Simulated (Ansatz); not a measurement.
# Lattice constant a of some cubic solids

Method: BLYP (PAW; Ansatz, a first-principles code). References are measured values corrected to a static lattice. The table is a random draw of 6 from 14 solids with such references.

Values in Å.

```json
[
 {"solid": "zinc-blende AlAs", "reference": "5.649", "BLYP": "5.796", "error (%)": "+2.60"},
 {"solid": "fcc Cu", "reference": "3.595¶", "BLYP": "3.702", "error (%)": "+2.98"},
 {"solid": "bcc Cs", "reference": "6.039¶", "BLYP": "?", "error (%)": "?"},
 {"solid": "cubic BN", "reference": "3.593", "BLYP": "3.647", "error (%)": "+1.50"},
 {"solid": "bcc K", "reference": "5.212¶", "BLYP": "5.328", "error (%)": "+2.23"},
 {"solid": "zinc-blende BP", "reference": "4.525", "BLYP": "4.595", "error (%)": "+1.55"}
]
```

Question: Estimate the withheld BLYP value.

Answer: The errors of the other rows run from +1.50 % to +2.98 %, with a median of +2.23 %; carried to the reference 6.039 it gives 6.174 Å. The run gives 6.290 Å (+4.16 %), +1.88 % from the estimate, outside the range of the other rows; the row was drawn at random, and such an estimate is rough. Over these 6 solids the mean error is +2.50 %, the mean absolute error 2.50 % (median 2.41 %), and the worst case bcc Cs at +4.16 %; the value is too high in 6 of 6 cases. Over all 14, from unrounded values, the mean error is +2.04 % and the mean absolute error 2.04 % (median 1.87 %). Caveats on values not shown: the cell is over a tenth larger than the published one (another phase or state, or a fault of the published cell, is possible) (1).

All these references are brought to a static lattice.

Spin–orbit coupling is left out, also for the solids with elements from indium on (bcc Cs); its size isn't shown.

¶ marks references of a special kind: fcc Cu, 3.595 Å (measured, low-temperature or extrapolated to 0 K; zero-point anharmonic expansion removed; as tabulated in Csonka et al. (2009), arXiv:0903.4037); bcc Cs, 6.039 Å (measured, low-temperature or extrapolated to 0 K; zero-point anharmonic expansion removed; as tabulated in Csonka et al. (2009), arXiv:0903.4037); bcc K, 5.212 Å (measured, low-temperature or extrapolated to 0 K; zero-point anharmonic expansion removed; as tabulated in Csonka et al. (2009), arXiv:0903.4037).

Differences are worked out from the printed values.

Ansatz's density-functional and Hartree–Fock values are scalar-relativistic unless marked +SOC, with PAW data made under PBE.

Ansatz's runs of these crystals have no spin polarisation.

Not in this set, of the solids of all kinds but layered and molecular ones with a reference value in our tables and a result at some level: 291 for a reference at room or unstated temperature; 55 for no value at BLYP (not run, a failed fit, an unstable or unbound cell, or a value held back for tests); 10 for a high-temperature or high-pressure phase; 3 for a cell known from the COD alone. These can be a level's best or worst cases. At least 59 more with a reference value are held back for tests. Solids without a released value at any level aren't counted. The metals Ce to Yb are counted apart.

References as tabulated in Csonka et al. (2009), arXiv:0903.4037; Mejia-Rodriguez and Trickey (2018), arXiv:1807.09216; Goldzak et al. (2022), arXiv:2208.04865.
